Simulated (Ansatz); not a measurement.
Species, as SMILES: [O+]#[Si-] (O-Si).
Atoms: Si1, O2. Bonds: Si1-O2.

Basis-set convergence of the highest harmonic wavenumber at B3LYP with Ansatz (a first-principles code). Each level at its own minimum, finite differences of forces, unscaled; the reference is a large set that could be run, not a limit. Cartesian d functions, on some or all atoms, in 6-311+G**; all else is spherical. The program fits the integrals of some runs and decomposes those of others, by size. No added dispersion term, no relativity. Reference: the value in aug-cc-pV(Q+d)Z, 1257 cm⁻¹. Deviations are taken from unrounded values.

| basis | functions | highest harmonic wavenumber (cm⁻¹) | minus reference (cm⁻¹) |
|---|---|---|---|
| 3-21G | 22 | 1194 | -63 |
| 6-31G | 22 | 1105 | -152 |
| def2-SVP | 32 | 1241 | -16 |
| pcseg-1 | 32 | 1230 | -27 |
| aug-pcseg-1 | 50 | 1215 | -42 |
| 6-311+G** | 53 | 1236 | -21 |
| aug-cc-pV(D+d)Z | 55 | 1207 | -50 |
| def2-TZVPD | 83 | 1254 | -3 |
| 6-311++G(3df,3pd) | 86 | 1250 | -7 |
| jun-cc-pV(T+d)Z | 87 | 1252 | -5 |
| aug-cc-pV(T+d)Z | 101 | 1253 | -4 |
| cc-pCVTZ | 102 | 1257 | 1 |
| def2-QZVPP | 127 | 1257 | 0 |
